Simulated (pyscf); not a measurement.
7 group-13 steps of one kind (four-centre exchange, closed-shell): barrier in kcal/mol, from the separated reactants or the lowest minimum found. PySCF, gas phase, ωB97X-D3(BJ)/def2-SVP geometries. Functionals in def2-TZVP; the last column is ωB97M-D3(BJ)/def2-TZVP. Rows were drawn at random from the steps of this kind and element class whose saddle was verified and whose references are stable.

```json
[
 {"step": "H₂B–O–CH₃ + H₂ → H₂B–OH + CH₄", "PBE": "77.2", "r²SCAN": "83.4", "B3LYP-D3(BJ)": "85.4", "ωB97M-D3(BJ)": "89.8"},
 {"step": "H₂P–GaH₂ + SiH₄ -> H₃Si–PH–GaH₂ + H₂", "PBE": "52.6", "r²SCAN": "56.8", "B3LYP-D3(BJ)": "60.8", "ωB97M-D3(BJ)": "64.9"},
 {"step": "H₃C–GaH₂ + HCl -> CH₄ + Cl–GaH₂", "PBE": "[?]", "r²SCAN": "0.7", "B3LYP-D3(BJ)": "5.4", "ωB97M-D3(BJ)": "6.9"},
 {"step": "HF + F–BH–F → F–B(F)–F + H₂", "PBE": "[?]", "r²SCAN": "15.0", "B3LYP-D3(BJ)": "20.8", "ωB97M-D3(BJ)": "20.3"},
 {"step": "H₃C–B(OH)–OH + H₂ → HO–BH–OH + CH₄", "PBE": "49.8", "r²SCAN": "52.4", "B3LYP-D3(BJ)": "56.9", "ωB97M-D3(BJ)": "56.4"},
 {"step": "HB=NH + HCl → HN=B–Cl + H₂", "PBE": "34.5", "r²SCAN": "37.7", "B3LYP-D3(BJ)": "43.8", "ωB97M-D3(BJ)": "45.8"},
 {"step": "H₃C–In [singlet] + H₂S -> HS–In [singlet] + CH₄", "PBE": "-0.3", "r²SCAN": "0.4", "B3LYP-D3(BJ)": "4.0", "ωB97M-D3(BJ)": "7.8"}
]
```

Question: Complete the blanks.

Answer: 
- H₃C–GaH₂ + HCl -> CH₄ + Cl–GaH₂, PBE: 1.2
- HF + F–BH–F → F–B(F)–F + H₂, PBE: 14.2

Differences from the last column (kcal/mol): PBE: mean -8.9, median -8.1, mean size 8.9, lower in 7 of 7; r²SCAN: mean -6.5, median -6.4, mean size 6.5, lower in 7 of 7; B3LYP-D3(BJ): mean -2.1, median -2.0, mean size 2.4, lower in 5 of 7. PBE is closest for row 3 (5.7 kcal/mol apart) and farthest for row 1 (12.6 kcal/mol). PBE, r²SCAN and M06-2X carry no added dispersion term. The last column is a level with limits of its own. Each barrier is that of the saddle found. Elements up to Kr have no core potential and no relativistic terms here. Elements past Kr carry the def2 core potentials, without spin-orbit coupling.
